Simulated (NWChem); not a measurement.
# C3H3ClN+ (SMILES C[c+]1nc1Cl): levels of theory compared

We compute a comparison of 4 runs (HF/STO-3G, HF/3-21G, B3LYP/6-31G*) of C3H3ClN+. 

The calculation is run with NWChem 7.3.0.

### Step 1. The molecule

C3H3ClN+: 8 atoms, total charge +1, spin state singlet. SMILES: `C[c+]1nc1Cl`. Geometry: relaxed at GFN2-xTB.

Bond lengths: C1–C2 1.416 Å, C2–N3 1.344 Å, C2–C4 1.397 Å, N3–C4 1.345 Å, C4–Cl5 1.602 Å, C1–H6 1.100 Å, C1–H7 1.099 Å, C1–H8 1.089 Å. Some angles: C1–C2–N3 145.7°, C1–C2–C4 155.6°, N3–C2–C4 58.7°, C2–N3–C4 62.6°, C2–C4–N3 58.7°, C2–C4–Cl5 155.4°, N3–C4–Cl5 145.9°, C2–C1–H6 108.8°, C2–C1–H7 109.3°, C2–C1–H8 113.5°.

### Step 2. Energy and forces at HF/STO-3G (run 1)

Input file c3h3cln.nw:

```
start c3h3cln
title "C3H3ClN hf"
memory stack 880 mb heap 220 mb global 1100 mb
charge 1

geometry noautosym nocenter noautoz
C     -0.644300    -0.730100     0.642000
C      0.310650     0.052230    -0.051310
N      1.618920     0.293500    -0.243570
C      0.742990     1.045730    -0.933890
Cl     0.560350     2.227350    -2.000480
H     -0.507840    -0.579460     1.722780
H     -0.408370    -1.794750     0.508920
H     -1.672400    -0.514500     0.355550
end

basis spherical bse
C library STO-3G
N library STO-3G
Cl library STO-3G
H library STO-3G
end

scf
thresh 1e-08
maxiter 80
noprint "final vectors analysis"
end

task scf gradient
```

Started as:

```console
$ nwchem c3h3cln.nw > c3h3cln.out
```

Standard output:

```text
[...]
  functions       =    32
[...]
  wavefunction    = RHF
[...]
         Total SCF energy =   -621.922496640547
      One-electron energy =  -1218.046734979759
      Two-electron energy =    406.695715095300
 Nuclear repulsion energy =    189.428523243912
        Time for solution =      1.8s
[...]
                         RHF ENERGY GRADIENTS
    atom               coordinates                        gradient
                 x          y          z           x          y          z
   1 C      -1.217550  -1.379689   1.213204    0.039023   0.050127  -0.047361
   2 C       0.587043   0.098700  -0.096962    0.001641  -0.050686   0.045773
   3 N       3.059315   0.554635  -0.460281   -0.080273   0.013410  -0.013437
   4 C       1.404048   1.976143  -1.764796    0.027180   0.064757  -0.057384
   5 Cl      1.058908   4.209081  -3.780359    0.008462  -0.068178   0.061395
   6 H      -0.959678  -1.095021   3.255582    0.002594  -0.005722   0.002860
   7 H      -0.771707  -3.391586   0.961719    0.002902  -0.002612   0.006294
   8 H      -3.160378  -0.972264   0.671892   -0.001529  -0.001095   0.001860
[...]
```

Wall time 2.8 s (1 thread of AMD EPYC 9R14 (Zen 4), shared host); peak memory 0.099 GiB.

### Step 3. Energy and forces at HF/3-21G (run 2)

Input file c3h3cln.nw:

```
start c3h3cln
title "C3H3ClN"
memory total 2200 mb
charge 1

geometry units atomic noautosym nocenter noautoz
  C  -1.21755054 -1.37968904  1.21320417
  C   0.58704342  0.09870040 -0.09696185
  N   3.05931542  0.55463462 -0.46028059
  C   1.40404761  1.97614330 -1.76479633
  Cl  1.05890803  4.20908148 -3.78035932
  H  -0.95967852 -1.09502070  3.25558237
  H  -0.77170746 -3.39158596  0.96171942
  H  -3.16037797 -0.97226409  0.67189212
end

basis "ao basis" spherical bse
  * library 3-21G
end

scf
  singlet
  rhf
  thresh 1e-08
  maxiter 80
end

task scf gradient
```

Started as:

```console
$ nwchem c3h3cln.nw > c3h3cln.out
```

Standard output:

```text
[...]
  functions       =    55
[...]
  wavefunction    = RHF
[...]
         Total SCF energy =   -625.711227144414
      One-electron energy =  -1223.610742953419
      Two-electron energy =    408.471006145002
 Nuclear repulsion energy =    189.428509664003
        Time for solution =      1.7s
[...]
                         RHF ENERGY GRADIENTS
    atom               coordinates                        gradient
                 x          y          z           x          y          z
   1 C      -1.217551  -1.379689   1.213204    0.013527   0.024181  -0.022976
   2 C       0.587043   0.098700  -0.096962   -0.019360  -0.044413   0.039377
   3 N       3.059315   0.554635  -0.460281   -0.001528  -0.005467   0.004914
   4 C       1.404048   1.976143  -1.764796    0.004346   0.077877  -0.069389
   5 Cl      1.058908   4.209081  -3.780359    0.003524  -0.045187   0.040588
   6 H      -0.959679  -1.095021   3.255582    0.003191  -0.002537   0.005324
   7 H      -0.771707  -3.391586   0.961719    0.003867  -0.005452   0.003052
   8 H      -3.160378  -0.972264   0.671892   -0.007567   0.000997  -0.000890
[...]
```

Wall time 2.8 s (1 thread of AMD EPYC 9R14 (Zen 4), shared host); peak memory 0.1 GiB.

Run 3 isn't shown in full; the table further down has it.

### Step 4. Energy and forces at B3LYP/6-31G(d) (Cartesian functions) (run 4)

Input file run.py:

```python
from ase import Atoms
from ase.calculators.nwchem import NWChem

molecule = Atoms(['C', 'C', 'N', 'C', 'Cl', 'H', 'H', 'H'], positions=[
    [-0.644300, -0.730100, 0.642000],
    [0.310650, 0.052230, -0.051310],
    [1.618920, 0.293500, -0.243570],
    [0.742990, 1.045730, -0.933890],
    [0.560350, 2.227350, -2.000480],
    [-0.507840, -0.579460, 1.722780],
    [-0.408370, -1.794750, 0.508920],
    [-1.672400, -0.514500, 0.355550],
])

calc = NWChem(
    label='run',
    theory='dft',
    memory='2200 mb',
    basis='6-31G*',
    charge=1,
    dft={'xc': 'b3lyp', 'mult': '1', 'grid': 'xfine', 'convergence': 'energy 1e-08', 'iterations': '100', 'mulliken': None},
)
molecule.calc = calc

forces = molecule.get_forces()
e = molecule.get_potential_energy()
print(f"E = {e:.6f} eV")
print("forces (eV/A):")
for s, f in zip(molecule.symbols, forces):
    print(f"{s:2s} {f[0]:10.5f} {f[1]:10.5f} {f[2]:10.5f}")
print("dipole (e A):", molecule.get_dipole_moment().round(4))
```

Started as:

```console
$ export ASE_NWCHEM_COMMAND="nwchem PREFIX.nwi > PREFIX.nwo"
$ python run.py
```

Standard output:

```text
E = -17161.813170 eV
forces (eV/A):
C    -0.52157   -0.98196    0.89294
C     0.71302    1.91105   -1.68531
N     0.41868    0.08778   -0.07544
C    -0.59146   -1.93938    1.71739
Cl    0.11539    0.85042   -0.75966
H    -0.04674    0.13452    0.10310
H    -0.04710   -0.10161   -0.13488
H    -0.04016    0.03918   -0.05816
dipole (e A): [ 0.0033  0.5191 -0.4619]
```

The calculator wrote run.nwi:

```
title "run"

permanent_dir run

scratch_dir run

start run

geometry units angstrom nocenter noautosym noautoz
  C  -6.4429999999999998e-01 -7.3009999999999997e-01 6.4200000000000002e-01
  C  3.1064999999999998e-01 5.2229999999999999e-02 -5.1310000000000001e-02
  N  1.6189199999999999e+00 2.9349999999999998e-01 -2.4357000000000001e-01
  C  7.4299000000000004e-01 1.0457300000000000e+00 -9.3389000000000000e-01
  Cl 5.6035000000000001e-01 2.2273499999999999e+00 -2.0004800000000000e+00
  H  -5.0783999999999996e-01 -5.7945999999999998e-01 1.7227800000000000e+00
  H  -4.0837000000000001e-01 -1.7947500000000001e+00 5.0892000000000004e-01
  H  -1.6724000000000001e+00 -5.1449999999999996e-01 3.5554999999999998e-01
end

charge 1

memory 2200 mb

basis noprint
   * library 6-31G*
end

dft
  xc b3lyp
  mult 1
  grid xfine
  convergence energy 1e-08
  iterations 100
  mulliken
end

task dft gradient
```

run.nwo, shortened:

```text
[...]
         Total DFT energy =     -630.685006426696
[...]
  wavefunction    = closed shell
                         DFT ENERGY GRADIENTS
    atom               coordinates                        gradient
                 x          y          z           x          y          z
   1 C      -1.217550  -1.379689   1.213204    0.010143   0.019096  -0.017365
   2 C       0.587043   0.098700  -0.096962   -0.013866  -0.037164   0.032774
   3 N       3.059315   0.554635  -0.460281   -0.008142  -0.001707   0.001467
[... 4 lines of this table left out ...]
   8 H      -3.160378  -0.972264   0.671892    0.000781  -0.000762   0.001131
[...]
```

Run time: 28 s. Hardware: 1 thread of AMD EPYC 9R14 (Zen 4), shared host; peak memory 0.15 GiB.

### Step 5. All runs side by side

| run | level | iteration cap | module | energy (Eh) | largest force (eV/Å) | wall time |
| --- | --- | --- | --- | --- | --- | --- |
| 1 | HF/STO-3G | 80 | scf | -621.922497 | 4.738 | 2.8 s |
| 2 | HF/3-21G | 80 | scf | -625.711227 | 5.368 | 2.8 s |
| 3 | B3LYP/6-31G* (spherical functions) | 100 | dft | -630.677653 | 2.666 | 28 s |
| 4 | B3LYP/6-31G* (Cartesian functions) | 100 | dft | -630.685006 | 2.657 | 28 s |

### Step 6. What came out

| quantity | value |
| --- | --- |
| run 4: total energy | -630.68501 Eh |
| run 4: HOMO energy | -14.28 eV |
| run 4: LUMO energy | -8.26 eV |
| run 4: HOMO–LUMO gap | 6.02 eV |
| run 4: largest force on an atom | 2.657 eV/Å |

**Reading.** In run 1 the basis is minimal, so the values are rough. All runs together took 61 s, the longest 28 s.
